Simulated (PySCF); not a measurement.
Gas-phase reaction: 2 BH₂Cl + BF₃ + 2 BClF = 5 BF + 4 HCl

Method: PySCF energies plus ideal-gas RRHO corrections (1 bar). † marks an energy on the PBE0/def2-TZVP geometry and frequencies. CCSD(T) freezes the core. Open shells (unrestricted): BClF (multiplicity 2); the rest are closed-shell singlets. BH₂Cl: computed as isolated molecules; such fragments, hydroxides, amides, oligomers or adducts are transient or little studied in the gas. CCSD(T) isn't extrapolated to the basis-set limit.

CCSD(T)/def2-SVP† gives ΔH°(298 K) = 941 kJ.

Question: What do BLYP/def2-TZVP†, HF/def2-TZVP†, CCSD(T)/def2-TZVPP† give?

Answer: BLYP/def2-TZVP†: 929 kJ; HF/def2-TZVP†: 945 kJ; CCSD(T)/def2-TZVPP†: 878 kJ. For scale, ΔH°(298 K) is 941 kJ at this level, 911 kJ at ωB97M-V/def2-TZVP†, and runs from 878 to 1356 kJ over the 20 levels computed.
